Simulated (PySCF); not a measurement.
What binds PO⁻: the parts of the energy along the bond

State: ³Σ⁻, triplet, unpaired electrons π ↑↑. ROHF-based CCSD(T) in PySCF 2.14 with P aug-cc-pV(D+d)Z, O aug-cc-pVDZ and P aug-cc-pV(T+d)Z, O aug-cc-pVTZ (frozen core orbitals: 6; no relativity). Correlation energies are extrapolated as n⁻³ (n = 2, 3), Hartree–Fock as (n+1)·exp(−9√n). CV is the change on freezing 1 orbitals instead, in P cc-pwCVTZ, O cc-pwCVTZ. SR is the spin-free X2C energy in P cc-pVTZ-DK, O cc-pVTZ-DK less the non-relativistic one in P cc-pVTZ, O cc-pVTZ. All energies in eV from P + O⁻.

```json
{"R (Å)": "1.3767", "HF/CBS": "-3.456", "CCSD corr.": "-1.302", "(T)": "-0.1337", "CV": "-0.0441", "SR": "0.0140", "total": "-4.922"}
{"R (Å)": "1.4393", "HF/CBS": "-3.862", "CCSD corr.": "-1.420", "(T)": "-0.1628", "CV": "-0.0304", "SR": "0.0161", "total": "-5.459"}
{"R (Å)": "1.5019", "HF/CBS": "-3.963", "CCSD corr.": "-1.536", "(T)": "-0.1936", "CV": "-0.0196", "SR": "0.0169", "total": "-5.695"}
{"R (Å)": "1.5645", "HF/CBS": "-3.852", "CCSD corr.": "-1.649", "(T)": "-0.2262", "CV": "-0.0111", "SR": "0.0169", "total": "-5.722"}
{"R (Å)": "1.6270", "HF/CBS": "-3.598", "CCSD corr.": "-1.757", "(T)": "-0.2601", "CV": "-0.0045", "SR": "0.0162", "total": "-5.604"}
{"R (Å)": "1.7053", "HF/CBS": "-3.154", "CCSD corr.": "-1.884", "(T)": "-0.3040", "CV": "0.0019", "SR": "0.0150", "total": "-5.325"}
{"R (Å)": "1.7835", "HF/CBS": "-2.632", "CCSD corr.": "-1.999", "(T)": "-0.3478", "CV": "0.0064", "SR": "0.0134", "total": "-4.960"}
```

A fit to the total gives Re = 1.5419 Å, De = 5.732 eV, ωe = 1037.4 cm⁻¹, Be = 0.6722 cm⁻¹ (masses 30.9738 and 15.9949 u).

At R = 1.5645 Å the CCSD correlation energy is -0.327602 hartree in the smaller basis and -0.391669 in the larger. Extrapolate it.

(3³·E3 − 2³·E2)/(3³ − 2³) = -0.41864 hartree; the larger basis holds 93.6 % of it.

The T1 diagnostic is 0.034. The state was picked by a PBE0 search and need not be the measured ground state. Spin–orbit coupling, excitations beyond (T) and corrections to the Born–Oppenheimer picture are left out.
